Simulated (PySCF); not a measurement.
A structure optimised at PBE-D3(BJ)/def2-TZVP, used in a PySCF frequency run:

```
C
H 1 1.1021
H 1 1.1100 2 106.50
N 1 1.4691 2 107.51 3 -122.36
H 4 1.0221 1 110.30 2 61.08
H 4 1.0233 5 106.26 1 -118.68
C 1 1.5230 2 109.43 3 117.84
H 7 1.0991 1 110.50 2 61.45
H 7 1.0995 8 108.77 1 122.21
H 7 1.1016 8 107.86 9 116.40
```
Charge 0, spin multiplicity 1.

Problem. Write its SMILES and formula.

Solution. CCN, C₂H₇N

Problem. What are its rotational constants (standard atomic weights)?

Solution. 32.395, 8.9100, 7.8121 GHz
